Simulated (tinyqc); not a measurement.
Worked calculation: G0W0 on RHF in the sto-3g basis, for LiH, spin multiplicity 1. Computed by tinyqc, a small Python program that keeps every step (integrals from PySCF). Settings: charge = 0, multiplicity = 1, basis = sto-3g, method = RHF, energy threshold = 1e-10, iteration cap = 66, orthogonalisation = canonical, start = core, DIIS depth = 6. Command: `OMP_NUM_THREADS=1 python tinyqc.py 31209 31210 out.jsonl` (the two numbers bound the seeds that draw the settings). One thread of a shared host (Intel(R) Xeon(R) Processor @ 2.60GHz), about 0.05 s of CPU time with the checks. The early iterations of the SCF are left out here.

## One-electron integrals

Geometry (angstrom):
```
atom         x         y         z
Li    0.000000  0.000000  0.000000
H     0.000000  0.000000  1.497000
```

Basis sto-3g: exponents (1/bohr^2) and contraction coefficients of normalised primitives:
```
element  l (shell)   exponent  coefficient
Li           s (1)  16.119575     0.154329
Li           s (1)   2.936201     0.535328
Li           s (1)   0.794651     0.444635
Li           s (2)   0.636290    -0.099967
Li           s (2)   0.147860     0.399513
Li           s (2)   0.048089     0.700115
Li           p (3)   0.636290     0.155916
Li           p (3)   0.147860     0.607684
Li           p (3)   0.048089     0.391957
H            s (1)   3.425251     0.154329
H            s (1)   0.623914     0.535328
H            s (1)   0.168855     0.444635
```

Overlap, kinetic and nuclear-attraction integrals over the contracted functions; the nuclear repulsion is the sum of Za Zb / Rab.

nuclear repulsion = 1.06047537 hartree

overlap S, order 1Li 1s, 1Li 2s, 1Li 2px, 1Li 2py, 1Li 2pz, 2H 1s:
$$\begin{pmatrix}
1.000000 & 0.241137 & 0.000000 & 0.000000 & 0.000000 & 0.082787 \\
0.241137 & 1.000000 & 0.000000 & 0.000000 & 0.000000 & 0.421014 \\
0.000000 & 0.000000 & 1.000000 & 0.000000 & 0.000000 & 0.000000 \\
0.000000 & 0.000000 & 0.000000 & 1.000000 & 0.000000 & 0.000000 \\
0.000000 & 0.000000 & 0.000000 & 0.000000 & 1.000000 & 0.530623 \\
0.082787 & 0.421014 & 0.000000 & 0.000000 & 0.530623 & 1.000000
\end{pmatrix}$$

kinetic energy T (hartree), order 1Li 1s, 1Li 2s, 1Li 2px, 1Li 2py, 1Li 2pz, 2H 1s:
$$\begin{pmatrix}
3.576786 & -0.020237 & 0.000000 & 0.000000 & 0.000000 & -0.017126 \\
-0.020237 & 0.102163 & 0.000000 & 0.000000 & 0.000000 & 0.049233 \\
0.000000 & 0.000000 & 0.319682 & 0.000000 & 0.000000 & 0.000000 \\
0.000000 & 0.000000 & 0.000000 & 0.319682 & 0.000000 & 0.000000 \\
0.000000 & 0.000000 & 0.000000 & 0.000000 & 0.319682 & 0.145070 \\
-0.017126 & 0.049233 & 0.000000 & 0.000000 & 0.145070 & 0.760032
\end{pmatrix}$$

nuclear attraction V (hartree), order 1Li 1s, 1Li 2s, 1Li 2px, 1Li 2py, 1Li 2pz, 2H 1s:
$$\begin{pmatrix}
-8.336373 & -1.049571 & 0.000000 & 0.000000 & -0.018377 & -0.361065 \\
-1.049571 & -1.509478 & 0.000000 & 0.000000 & -0.127631 & -0.808409 \\
0.000000 & 0.000000 & -1.465318 & 0.000000 & 0.000000 & 0.000000 \\
0.000000 & 0.000000 & 0.000000 & -1.465318 & 0.000000 & 0.000000 \\
-0.018377 & -0.127631 & 0.000000 & 0.000000 & -1.567886 & -1.034069 \\
-0.361065 & -0.808409 & 0.000000 & 0.000000 & -1.034069 & -2.282740
\end{pmatrix}$$

core Hamiltonian H = T + V (hartree), order 1Li 1s, 1Li 2s, 1Li 2px, 1Li 2py, 1Li 2pz, 2H 1s:
$$\begin{pmatrix}
-4.759587 & -1.069808 & 0.000000 & 0.000000 & -0.018377 & -0.378191 \\
-1.069808 & -1.407314 & 0.000000 & 0.000000 & -0.127631 & -0.759176 \\
0.000000 & 0.000000 & -1.145637 & 0.000000 & 0.000000 & 0.000000 \\
0.000000 & 0.000000 & 0.000000 & -1.145637 & 0.000000 & 0.000000 \\
-0.018377 & -0.127631 & 0.000000 & 0.000000 & -1.248204 & -0.888999 \\
-0.378191 & -0.759176 & 0.000000 & 0.000000 & -0.888999 & -1.522708
\end{pmatrix}$$

## Two-electron integrals

Functions are numbered as in S; the eight-fold symmetry (ij|kl) = (ji|kl) = (kl|ij) leaves the list below.

Two-electron integrals (ij|kl) in chemists' order, unique and non-zero (hartree):
```
(11|11) 1.680395   (21|11) 0.265420   (21|21) 0.049941   (22|11) 0.397727
(22|21) 0.092860   (22|22) 0.290562   (31|31) 0.008981   (32|31) 0.013788
(32|32) 0.064184   (33|11) 0.396640   (33|21) 0.092880   (33|22) 0.290497
(33|33) 0.312946   (41|41) 0.008981   (42|41) 0.013788   (42|42) 0.064184
(43|43) 0.016869   (44|11) 0.396640   (44|21) 0.092880   (44|22) 0.290497
(44|33) 0.279207   (44|44) 0.312946   (51|51) 0.008981   (52|51) 0.013788
(52|52) 0.064184   (53|53) 0.016869   (54|54) 0.016869   (55|11) 0.396640
(55|21) 0.092880   (55|22) 0.290497   (55|33) 0.279207   (55|44) 0.279207
(55|55) 0.312946   (61|11) 0.089038   (61|21) 0.016821   (61|22) 0.031732
(61|33) 0.031358   (61|44) 0.031358   (61|51) 0.001987   (61|52) 0.003797
(61|55) 0.032497   (61|61) 0.006192   (62|11) 0.167507   (62|21) 0.039375
(62|22) 0.125586   (62|33) 0.119680   (62|44) 0.119680   (62|51) 0.006455
(62|52) 0.035620   (62|55) 0.137267   (62|61) 0.015720   (62|62) 0.084219
(63|31) 0.003556   (63|32) 0.015438   (63|53) 0.005827   (63|63) 0.006879
(64|41) 0.003556   (64|42) 0.015438   (64|54) 0.005827   (64|64) 0.006879
(65|11) 0.196059   (65|21) 0.046662   (65|22) 0.154839   (65|33) 0.144675
(65|44) 0.144675   (65|51) 0.010095   (65|52) 0.054458   (65|55) 0.174971
(65|61) 0.019573   (65|62) 0.114775   (65|65) 0.159554   (66|11) 0.351450
(66|21) 0.084183   (66|22) 0.290718   (66|33) 0.266003   (66|44) 0.266003
(66|51) 0.017010   (66|52) 0.108634   (66|55) 0.339642   (66|61) 0.035570
(66|62) 0.238296   (66|65) 0.338943   (66|66) 0.774606
```

## Orthogonalisation

S = U s U^T; canonical form X = U s^(-1/2), so that X^T S X = 1. Each column of U has its largest component positive (the first on a tie).

eigenvalues of S: [0.318945, 0.797638, 1.000000, 1.000000, 1.165458, 1.717959]

X, order 1Li 1s, 1Li 2s, 1Li 2px, 1Li 2py, 1Li 2pz, 2H 1s:
$$\begin{pmatrix}
0.137542 & 0.808840 & 0.000000 & 0.000000 & 0.596696 & 0.182433 \\
-0.812864 & -0.622447 & 0.000000 & 0.000000 & 0.464137 & 0.365222 \\
0.000000 & 0.000000 & 0.998506 & 0.054645 & 0.000000 & 0.000000 \\
0.000000 & 0.000000 & -0.054645 & 0.998506 & 0.000000 & 0.000000 \\
-0.963114 & 0.430251 & 0.000000 & 0.000000 & -0.511047 & 0.383082 \\
1.236157 & -0.164084 & 0.000000 & 0.000000 & -0.159354 & 0.518329
\end{pmatrix}$$

Within a degenerate level the vectors are fixed only up to a rotation; this is one choice.

## Iteration 7 (converged): orbitals

converged F (hartree), order 1Li 1s, 1Li 2s, 1Li 2px, 1Li 2py, 1Li 2pz, 2H 1s:
$$\begin{pmatrix}
-2.344083 & -0.639978 & 0.000000 & 0.000000 & 0.013443 & -0.225241 \\
-0.639978 & -0.231539 & 0.000000 & 0.000000 & -0.112375 & -0.285342 \\
0.000000 & 0.000000 & 0.163740 & 0.000000 & 0.000000 & 0.000000 \\
0.000000 & 0.000000 & 0.000000 & 0.163740 & 0.000000 & 0.000000 \\
0.013443 & -0.112375 & 0.000000 & 0.000000 & -0.010776 & -0.241415 \\
-0.225241 & -0.285342 & 0.000000 & 0.000000 & -0.241415 & -0.170895
\end{pmatrix}$$

Diagonalise F' = X^T F X, C = X C', fill 2 alpha and 2 beta electrons from the bottom; D = 2 C_occ C_occ^T. Each column has its largest component positive (the first on a tie).

F' = X^T F X (hartree):
$$\begin{pmatrix}
0.566806 & -0.106160 & 0.000000 & 0.000000 & -0.058648 & -0.029238 \\
-0.106160 & -0.880316 & 0.000000 & 0.000000 & -1.088569 & -0.399712 \\
0.000000 & 0.000000 & 0.163740 & 0.000000 & 0.000000 & 0.000000 \\
0.000000 & 0.000000 & 0.000000 & 0.163740 & 0.000000 & 0.000000 \\
-0.058648 & -1.088569 & 0.000000 & 0.000000 & -1.155282 & -0.505508 \\
-0.029238 & -0.399712 & 0.000000 & 0.000000 & -0.505508 & -0.517745
\end{pmatrix}$$

orbital energies (hartree): MO1 -2.346792, MO2 -0.293801, MO3 0.079012, MO4 0.163740, MO5 0.163740, MO6 0.575044

coefficients C, order 1Li 1s, 1Li 2s, 1Li 2px, 1Li 2py, 1Li 2pz, 2H 1s:
$$\begin{pmatrix}
0.991107 & -0.174750 & -0.208616 & 0.000000 & 0.000000 & 0.078211 \\
0.031965 & 0.445780 & 0.801516 & 0.000000 & 0.000000 & -0.744869 \\
0.000000 & 0.000000 & 0.000000 & 0.934389 & 0.356254 & 0.000000 \\
0.000000 & 0.000000 & 0.000000 & -0.356254 & 0.934389 & 0.000000 \\
-0.007221 & 0.349638 & -0.612791 & 0.000000 & 0.000000 & -1.011342 \\
0.007109 & 0.543901 & -0.133597 & 0.000000 & 0.000000 & 1.239088
\end{pmatrix}$$

D after iteration 7, order 1Li 1s, 1Li 2s, 1Li 2px, 1Li 2py, 1Li 2pz, 2H 1s:
$$\begin{pmatrix}
2.025662 & -0.092438 & 0.000000 & 0.000000 & -0.136511 & -0.176002 \\
-0.092438 & 0.399482 & 0.000000 & 0.000000 & 0.311261 & 0.485375 \\
0.000000 & 0.000000 & 0.000000 & 0.000000 & 0.000000 & 0.000000 \\
0.000000 & 0.000000 & 0.000000 & 0.000000 & 0.000000 & 0.000000 \\
-0.136511 & 0.311261 & 0.000000 & 0.000000 & 0.244598 & 0.380235 \\
-0.176002 & 0.485375 & 0.000000 & 0.000000 & 0.380235 & 0.591758
\end{pmatrix}$$

Within a degenerate level the vectors are fixed only up to a rotation; this is one choice.

## Convergence

Stop when the energy changes by less than 1e-10 hartree and every element of the error matrix X^T (F D S - S D F) X is below 3e-06.

Course of the cycle:
```
iteration  E (hartree)     change  largest element of the error matrix
1          -7.81510190          -                             2.38e-01
2          -7.86239183  -4.73e-02                             2.09e-02
3          -7.86323113  -8.39e-04                             4.53e-03
4          -7.86333173  -1.01e-04                             1.29e-03
5          -7.86334201  -1.03e-05                             2.49e-05
6          -7.86334202  -2.48e-09                             1.53e-06
7          -7.86334202  -2.28e-12                             3.77e-08
```

PySCF RHF in the same basis = -7.86334202 hartree

Converged in 7 iterations.

## Integrals over molecular orbitals

(pq|rs) = sum C_ip C_jq C_kr C_ls (ij|kl), one index at a time.

one-electron integrals over orbitals h = C^T H C (hartree):
$$\begin{pmatrix}
-4.749936 & 0.109740 & 0.168193 & 0.000000 & 0.000000 & -0.025346 \\
0.109740 & -1.533288 & 0.035698 & 0.000000 & 0.000000 & -0.084120 \\
0.168193 & 0.035698 & -1.132747 & 0.000000 & 0.000000 & 0.032357 \\
0.000000 & 0.000000 & 0.000000 & -1.145637 & 0.000000 & 0.000000 \\
0.000000 & 0.000000 & 0.000000 & 0.000000 & -1.145637 & 0.000000 \\
-0.025346 & -0.084120 & 0.032357 & 0.000000 & 0.000000 & -0.933067
\end{pmatrix}$$

Two-electron integrals over orbitals (pq|rs), unique and non-zero (hartree):
```
(11|11) 1.658151    (21|11) -0.117028   (21|21) 0.014745    (22|11) 0.379869
(22|21) 0.007289    (22|22) 0.494494    (31|11) -0.137604   (31|21) 0.011555
(31|22) -0.017129   (31|31) 0.021508    (32|11) 0.011372    (32|21) -0.003670
(32|22) -0.046887   (32|31) 0.000236    (32|32) 0.012113    (33|11) 0.395970
(33|21) -0.011694   (33|22) 0.226720    (33|31) 0.002006    (33|32) 0.006123
(33|33) 0.338840    (41|41) 0.009819    (42|41) 0.007579    (42|42) 0.024004
(43|41) 0.010243    (43|42) 0.019209    (43|43) 0.041317    (44|11) 0.396308
(44|21) -0.004600   (44|22) 0.275292    (44|31) -0.004939   (44|32) 0.004700
(44|33) 0.282223    (44|44) 0.312946    (51|51) 0.009819    (52|51) 0.007579
(52|52) 0.024004    (53|51) 0.010243    (53|52) 0.019209    (53|53) 0.041317
(54|54) 0.016869    (55|11) 0.396308    (55|21) -0.004600   (55|22) 0.275292
(55|31) -0.004939   (55|32) 0.004700    (55|33) 0.282223    (55|44) 0.279207
(55|55) 0.312946    (61|11) 0.043081    (61|21) -0.008106   (61|22) -0.005972
(61|31) -0.001229   (61|32) 0.001223    (61|33) 0.009568    (61|44) 0.000174
(61|55) 0.000174    (61|61) 0.007197    (62|11) -0.028197   (62|21) 0.005791
(62|22) 0.132407    (62|31) -0.000781   (62|32) -0.033463   (62|33) -0.009373
(62|44) -0.010750   (62|55) -0.010750   (62|61) 0.000434    (62|62) 0.122928
(63|11) 0.017401    (63|21) -0.004286   (63|22) -0.050925   (63|31) 0.004508
(63|32) 0.008417    (63|33) 0.036051    (63|44) 0.001384    (63|55) 0.001384
(63|61) 0.004177    (63|62) -0.031035   (63|63) 0.026301    (64|41) -0.005988
(64|42) -0.019515   (64|43) -0.013868   (64|64) 0.019463    (65|51) -0.005988
(65|52) -0.019515   (65|53) -0.013868   (65|65) 0.019463    (66|11) 0.361670
(66|21) 0.004359    (66|22) 0.457449    (66|31) -0.011369   (66|32) -0.042125
(66|33) 0.242038    (66|44) 0.269324    (66|55) 0.269324    (66|61) -0.002089
(66|62) 0.140647    (66|63) -0.043541   (66|66) 0.456415
```

## Screening: direct RPA

With D = e_a - e_i and K = (ia|jb): diagonalise D^(1/2) (D + 4K) D^(1/2) = Z w^2 Z^T; X + Y = D^(1/2) Z w^(-1/2), each column of Z with its largest component positive (the first on a tie); E_c = (sum w - tr (D + 2K)) / 2.

D^(1/2) (D + 4K) D^(1/2) (hartree^2), order 1>3, 1>4, 1>5, 1>6, 2>3, 2>4, 2>5, 2>6:
$$\begin{pmatrix}
6.093220 & 0.000000 & 0.000000 & -0.013092 & 0.000896 & 0.000000 & 0.000000 & -0.004535 \\
0.000000 & 6.401377 & 0.000000 & 0.000000 & 0.000000 & 0.032494 & 0.000000 & 0.000000 \\
0.000000 & 0.000000 & 6.401377 & 0.000000 & 0.000000 & 0.000000 & 0.032494 & 0.000000 \\
-0.013092 & 0.000000 & 0.000000 & 8.621245 & 0.005107 & 0.000000 & 0.000000 & 0.002766 \\
0.000896 & 0.000000 & 0.000000 & 0.005107 & 0.157054 & 0.000000 & 0.000000 & -0.076180 \\
0.000000 & 0.032494 & 0.000000 & 0.000000 & 0.000000 & 0.253276 & 0.000000 & 0.000000 \\
0.000000 & 0.000000 & 0.032494 & 0.000000 & 0.000000 & 0.000000 & 0.253276 & 0.000000 \\
-0.004535 & 0.000000 & 0.000000 & 0.002766 & -0.076180 & 0.000000 & 0.000000 & 1.182114
\end{pmatrix}$$

excitation energies w (hartree): [0.389127, 0.503095, 0.503095, 1.089835, 2.468432, 2.530128, 2.530128, 2.936208]

X + Y, order 1>3, 1>4, 1>5, 1>6, 2>3, 2>4, 2>5, 2>6:
$$\begin{pmatrix}
-0.000238 & 0.000000 & 0.000000 & 0.001394 & 0.991314 & 0.000000 & 0.000000 & -0.004708 \\
0.000000 & -0.009943 & 0.006365 & 0.000000 & 0.000000 & -0.497403 & 0.863028 & 0.000000 \\
0.000000 & -0.006365 & -0.009943 & 0.000000 & 0.000000 & 0.863028 & 0.497403 & 0.000000 \\
-0.001714 & 0.000000 & 0.000000 & -0.000522 & 0.005635 & 0.000000 & 0.000000 & 0.997536 \\
0.976151 & 0.000000 & 0.000000 & -0.043112 & 0.000065 & 0.000000 & 0.000000 & 0.000214 \\
0.000000 & 0.803175 & -0.514138 & 0.000000 & 0.000000 & -0.001122 & 0.001947 & 0.000000 \\
0.000000 & 0.514138 & 0.803175 & 0.000000 & 0.000000 & 0.001947 & 0.001122 & 0.000000 \\
0.110144 & 0.000000 & 0.000000 & 0.890446 & -0.000548 & 0.000000 & 0.000000 & 0.000201
\end{pmatrix}$$

RPA correlation energy = -0.01909279 hartree

Within a degenerate level the vectors are fixed only up to a rotation; this is one choice.

## G0W0 on Hartree-Fock: HOMO

W(p,q,m) = sqrt2 sum_ia (pq|ia) (X+Y)_ia,m; Sigma_c(x) = sum_(i,m) W^2/(x - e_i + w_m) + sum_(a,m) W^2/(x - e_a - w_m); solve x = e_p + Sigma_c(x) by Newton steps; Z = 1/(1 - dSigma/dx); 1 hartree = 27.211386 eV.

The 12 largest terms at x = e_p (hartree; W for the signs of X + Y given):
```
q  m          W       term
2  4   0.169567   0.026383
6  4   0.156839  -0.012559
2  1  -0.044081   0.004994
3  4  -0.042878  -0.001257
4  2   0.027159  -0.000768
5  3   0.027159  -0.000768
6  1  -0.027048  -0.000582
5  2   0.017385  -0.000315
4  3  -0.017385  -0.000315
2  5  -0.024169   0.000237
3  1   0.011507  -0.000174
1  5   0.016129   0.000058
```

Newton steps (hartree):
```
step          x  Sigma_c(x)         Z
0     -0.293801    0.014931  0.954733
1     -0.279546    0.014265  0.955932
2     -0.279537    0.014264  0.955933
```

quasiparticle energy of the HOMO = -7.606597 eV

Hartree-Fock value = -7.994745 eV

## G0W0 on Hartree-Fock: LUMO

As before.

The 12 largest terms at x = e_p (hartree; W for the signs of X + Y given):
```
q  m          W       term
2  4  -0.042878   0.001257
6  4  -0.039589  -0.000988
4  2   0.021674  -0.000799
5  3   0.021674  -0.000799
5  2   0.013874  -0.000327
4  3  -0.013874  -0.000327
1  5   0.030143   0.000186
2  1   0.011507   0.000174
3  4  -0.012180  -0.000136
3  1   0.006969  -0.000125
3  8   0.013484  -0.000062
4  7   0.012555  -0.000060
```

Newton steps (hartree):
```
step         x  Sigma_c(x)         Z
0     0.079012   -0.002186  0.993860
1     0.076839   -0.002172  0.993890
2     0.076839   -0.002172  0.993890
```

quasiparticle energy of the LUMO = 2.090908 eV

Hartree-Fock value = 2.150021 eV
